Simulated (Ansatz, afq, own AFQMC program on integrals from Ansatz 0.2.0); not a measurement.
AFQMC, coupled cluster and functionals along a coordinate of GeH4 + Cl, doublet

```csv
atom,x (Å),y (Å),z (Å)
Ge,-1.0510,0.0000,0.0000
H,-1.5625,1.4466,0.0000
H,-1.5625,-0.7233,1.2528
H,-1.5625,-0.7233,-1.2528
H,0.4833,0.0000,0.0000
Cl,2.2730,0.0000,0.0000
```

A hydrogen atom is moved from one rigid fragment to the other; the Ge1–H5 distance tells how far. The two fragments are held close together, so this isn't a minimum-energy path and the start is a compressed complex. Energies in mEh count from this geometry (1.534 Å) at the same level; the start stands on UHF, each point on the determinant named.

Basis cc-pVTZ. Noble-gas cores (and the filled d shells of Ga–Kr and In–Xe) are frozen. Integrals, coupled cluster, full CI and functionals: Ansatz 0.2.0; the random walks run on the same integrals in our own AFQMC program. The CISD trial takes its coefficients from CCSD amplitudes. Released means that phaseless walkers are propagated on without the constraint, phases kept. Uncertainties: one standard error, sampling alone. No spin–orbit coupling.

Cautions, each for one point or more: inner d shell frozen; no relativity below Rb; no spin-orbit coupling.

```json
{"r(Ge1–H5) / Å": "1.660", "det.": "UHF", "T1": "0.015", "weight": "0.85", "⟨S²⟩": "0.78", "CCSD(T)": "-3.9", "ph-AFQMC/CISD": "-4.8 ± 0.3", "released AFQMC": "-4.4 ± 0.5", "MP2": "-4.5", "PBE0": "-5.1"}
{"r(Ge1–H5) / Å": "1.723", "det.": "UHF", "T1": "0.015", "weight": "0.85", "⟨S²⟩": "0.78", "CCSD(T)": "-5.6", "ph-AFQMC/CISD": "-5.9 ± 0.3", "released AFQMC": "-5.8 ± 0.4", "MP2": "-6.9", "PBE0": "-7.0"}
{"r(Ge1–H5) / Å": "1.786", "det.": "UHF", "T1": "0.014", "weight": "0.85", "⟨S²⟩": "0.78", "CCSD(T)": "-7.8", "ph-AFQMC/CISD": "-7.8 ± 0.3", "released AFQMC": "-7.6 ± 0.4", "MP2": "-9.9", "PBE0": "-9.0"}
{"r(Ge1–H5) / Å": "1.848", "det.": "UHF", "T1": "0.013", "weight": "0.85", "⟨S²⟩": "0.78", "CCSD(T)": "-10.4", "ph-AFQMC/CISD": "-11.0 ± 0.3", "released AFQMC": "-10.5 ± 0.4", "MP2": "-13.3", "PBE0": "-11.1"}
{"r(Ge1–H5) / Å": "1.974", "det.": "UHF", "T1": "0.011", "weight": "0.85", "⟨S²⟩": "0.76", "CCSD(T)": "-15.1", "ph-AFQMC/CISD": "-15.4 ± 0.3", "released AFQMC": "-14.8 ± 0.4", "MP2": "-19.4", "PBE0": "-14.1"}
```

Weight is that of the determinant in the CISD state; at the start T1 is 0.016 and the weight 0.85, and ⟨S²⟩ is 0.77. Largest departures from phaseless AFQMC with a CISD trial: CCSD(T) 0.8 mEh at 1.660 (on UHF), released AFQMC 0.6 mEh at 1.974 (on UHF) (within the noise), MP2 -4.0 mEh at 1.974 (on UHF), PBE0 1.3 mEh at 1.974. The walk's constraint bias lies outside its error bars, so these are departures and not errors. Functionals count only at points shown to share the start's state and spin.

Some points may be missing: those where a free walk finds a much lower state, and past Zn most of those on another determinant than at the start.

A walk keeps the symmetry of its determinant, which the program's search chose and which needn't be the lowest solution, so a lower state of the same spin and another symmetry isn't excluded. Released energies are given only where the last usable release times agree within the noise; a slower fall can still hide under it.
